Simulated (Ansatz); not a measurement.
**SF₄: an energy map over bond length S2–F4 and angle F4–S2–F5**

Aim: map the energy of F₄S, SMILES FS(F)(F)F over two coordinates, and find its wells, ridges and stiffness.

Computed with Ansatz 0.2.0. Level: RKS PBE0-D4/def2-SVP.

## 1. Where the work starts

SMILES `FS(F)(F)F`, 5 atoms, charge 0, spin multiplicity 1.

Atoms are counted from 1 here; the program's logs count them from 0.

Bond lengths: F1–S2 1.613 Å, S2–F3 1.688 Å, S2–F4 1.688 Å, S2–F5 1.613 Å. Angles: F1–S2–F3 87.9°, F1–S2–F4 87.9°, F1–S2–F5 100.7°, F3–S2–F4 173.5°, F3–S2–F5 87.9°, F4–S2–F5 87.9°.

Geometry (Å):

```mol
F4S
  3D, bonds by distance, orders not assigned

  5  4  0  0  0  0  0  0  0  0999 V2000
   -0.5824   -0.2260    1.2201 F   0  0
    0.0659   -0.3682   -0.2504 S   0  0
    1.5765   -0.4867    0.4942 F   0  0
   -1.4727   -0.0926   -0.8882 F   0  0
    0.4127    1.1735   -0.5758 F   0  0
  1  2  8  0
  2  3  8  0
  2  4  8  0
  2  5  8  0
M  END
```

This geometry comes from a loose relaxation at PBE in a small basis, which is not shown.

## 3. Setting up the map

First coordinate, bond length S2–F4: 15 values from 1.459 to 2.072 Å. Second coordinate, angle F4–S2–F5: 15 values from 52.5 to 122.5 °.

Nothing else is relaxed (all other coordinates rigid). Energies count from the relaxed molecule at the same level. Points are written as (first, second).

(The set-up runs are not shown.)

## 4. Point (1.678 Å, 87.5°)

The input, input.yaml:

```yaml
crystal:
  periodic: [false, false, false]
  atoms:
    - { symbol: F, position_ang: [-0.570422, -0.230772, 1.19241] }
    - { symbol: S, position_ang: [0.065438, -0.365439, -0.248508] }
    - { symbol: F, position_ang: [1.545189, -0.46713, 0.492129] }
    - { symbol: F, position_ang: [-1.465218, -0.075931, -0.872176] }
    - { symbol: F, position_ang: [0.406923, 1.143779, -0.571541] }
basis:
  gaussian: { orbitals: def2-SVP }
hamiltonian:
  xc: pbe0
  dispersion: d4
output:
  forces: true
```

Started as:

```
ansatz run input.yaml --threads 1 --pin off --max-ram 2560MiB --backend cpu --events-out ev --progress --plain --runs-dir out
```

Further runs follow: the other points that were computed.

What does the calculation give? Wanted: lowest point; highest computed point; dipole moment.

As calculated:

```
               quantity                                                                            value
           lowest point                                                    (1.678 Å, 87.5°), 0.48 kJ/mol
 highest computed point                                   (1.459 Å, 52.5°), 1153 kJ/mol above the lowest
      dipole moment (D)  0.62 at (1.678 Å, 107.5°) to 3.70 at (2.072 Å, 52.5°); 0.98 at the lowest point
time for the whole task                                                 8.3 min on 1 thread, shared host
```

What this shows: The lowest computed point is at (1.678 Å, 87.5°), 0.48 kJ/mol from the relaxed molecule at the same level. The grid is coarse, so the lowest point of the scanned range may lie between grid points; coordinates that were held can hide deeper minima. No other kind of well shows on this grid. The highest computed point, (1.459 Å, 52.5°), lies 1153 kJ/mol above the lowest. Round the minimum the two coordinates are nearly uncoupled.
